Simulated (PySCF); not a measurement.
C2H3N3.
SMILES with atom numbers: `[cH:1]1[n:2][cH:3][nH:4][n:5]1` (hydrogens: H6 on C1; H7 on C3; H8 on N4)

The geometry is computed with GFN2-xTB (gas phase).

Q: Give the optimised bond lengths and angles.

A: 
```tsv
bond	length (Å)	order
C1–N2	1.349	aromatic
N2–C3	1.308	aromatic
C3–N4	1.347	aromatic
N4–N5	1.338	aromatic
C1–N5	1.311	aromatic
C1–H6	1.070	single
C3–H7	1.070	single
N4–H8	1.008	single
```

Orders are formal, as drawn. A selection of angles:
```tsv
angle	degrees
N2–C1–N5	114.0
N2–C1–H6	123.1
N5–C1–H6	122.9
C1–N2–C3	103.5
N2–C3–N4	109.7
N2–C3–H7	126.0
N4–C3–H7	124.2
C3–N4–N5	109.3
C3–N4–H8	130.2
N5–N4–H8	120.6
C1–N5–N4	103.5
```

N5 (pyridine-type nitrogen) is bent (angle 103.5°). The 5-membered ring C1–N2–C3–N4–N5 has internal angles of 103.5° to 114.0°; it is planar, 0.00 Å rms from its mean plane, widest ring torsion 0°. The 5 heavy atoms lie in one plane (0.000 Å rms). N4 (pyrrole-type nitrogen) is planar (angles 130.2°, 120.6° and 109.3°, sum 360.0°, 0.00 Å off the plane of its three neighbours). The C–N distances run from 1.308 Å (N2–C3, aromatic) to 1.349 Å (C1–N2, aromatic), a spread of 0.041 Å.

Point group: Cs (tolerance 0.08 Å). GFN2-xTB frequencies: not computed here.
